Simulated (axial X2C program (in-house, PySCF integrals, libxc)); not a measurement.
How long does P₂ take?

A bond scan computed with an axial X2C code built on PySCF integrals. Basis: P dyall-v3z [8s7p2d1f] (cores contracted in-house).

Input file and command:
```json
{"zs": [15, 15], "q": 0, "bas": ["dyall-v3z", "dyall-v3z"], "levels": ["PBE0", "HF", "TPSS"], "cc": true, "r0": 2.04, "thr": -2.0, "nmax": 90, "npts": 10, "nst": 2, "ntry": 6}
```
```bash
python so2c.py task.json out
```

Keys: zs atomic numbers; q charge; bas basis sets; levels methods; cc coupled cluster on or off; r0 starting distance in Å; thr threshold in hartree for freezing inner shells (an s shell follows its p shell); nmax most natural virtual spinors; npts points on the curve; nst determinants followed; ntry starts of the search. HF also brings MP2.

Hardware: 1 thread of Intel(R) Xeon(R) Processor @ 2.30GHz (shared host).

Wall time of one point of each curve, integrals apart:

| Hamiltonian | level | points | seconds a point |
| --- | --- | --- | --- |
| spin-free | PBE0 | 10 | 0.12 |
| spin-free | HF | 10 | 0.057 |
| spin-free | CCSD(T) (10 electrons, 88 virtuals) | 7 | 4.4 |
| spin-free | TPSS | 10 | 0.2 |
| 2c | PBE0 | 10 | 0.15 |
| 2c | HF | 10 | 0.079 |
| 2c | CCSD(T) (10 electrons, 90 virtuals) | 7 | 4.8 |
| 2c | TPSS | 10 | 0.23 |

The rest:

Search with its distance optimisation 7.3 s, atoms 2.4 s, whole task 83 s. Coupled cluster runs on the points near the minimum only. The program drops outer points, and coupled cluster, when its time limit (not in the input) nears; MP2, further determinants and curves that did not converge are not in the table.
